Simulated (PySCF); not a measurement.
**SH2: relaxation and vibrations of the singlet**

The task is one start of a wider search on SH2: the singlet, from a linear start. It is relaxed, tested by its Hessian and followed downhill if it is a saddle.

Computed with PySCF 2.14.0. Level: PBE, basis S def2-TZVP, H def2-TZVP, no relativity, density fitting.

**1. Where the work starts**

3 atoms, charge 0, spin multiplicity 1.

Bond lengths: S1–H2 1.350 Å, S1–H3 1.350 Å. Angles: H2–S1–H3 180.0°.

Coordinates in bohr (charge 0 multiplicity 1):
```
S     0.0000    0.0000    0.0000
H     0.0000    0.0000    2.5511
H     0.0000    0.0000   -2.5511
```

**2. Finding the electronic state**

One driver script runs all steps and calls PySCF; scf.py shows how it sets up the SCF of each step. The optimiser is the driver's own. After this first run the driver tries any further starts and a stability analysis.

The input, scf.py:

```python
from pyscf import gto, scf, dft
mol = gto.M(atom='''
S      0.000000     0.000000     0.000000
H      0.000000     0.000000     1.350000
H      0.000000     0.000000    -1.350000''',
    basis={'S': 'def2-TZVP', 'H': 'def2-TZVP'},
    charge=0, spin=0)
mf = dft.RKS(mol, xc='PBE')
mf.grids.atom_grid = (50, 194)
aux = {'S': 'def2-universal-JKFIT', 'H': 'def2-universal-JKFIT'}
mf = mf.density_fit(auxbasis=aux)
mf.conv_tol = 1e-08
mf.diis_space = 10
mf.max_cycle = 60
mf.init_guess = 'minao'
mf.verbose = 4
mf.kernel()
```

On the command line:

```sh
$ OMP_NUM_THREADS=2 python axn.py task.json out
```

After this run come: Relaxation: linear start, singlet; Frequencies; Following the imaginary mode; Frequencies.

Before running it: what results should come out? Wanted: minimum; geometry; wavenumbers; dipole moment; highest occupied, lowest empty level; polar-tensor charge of S1; zero-point energy; atomisation energy.

**Answer**, as computed:

| quantity | value |
| --- | --- |
| minimum | singlet, C2v |
| geometry | S–H 1.352 Å (×2); H–S–H 91.8° |
| wavenumbers (cm⁻¹) | 1170 (a1), 2630 (a1), 2647 (b2) |
| dipole moment | 1.13 D |
| highest occupied, lowest empty level | -6.19, -0.51 eV |
| polar-tensor charge of S1 | -0.11 e |
| zero-point energy | 38.6 kJ/mol |
| entropy at 298.15 K | 205.9 J/(mol K) |
| atomisation energy (no zero-point energy) | 759 kJ/mol |

The linear start (D∞h) ends in a minimum of C2v symmetry, after a stop at a second-order saddle point 278.8 kJ/mol higher, from which it was pushed off along an imaginary mode. Only this shape and spin were tried, so other structures or states may lie lower.
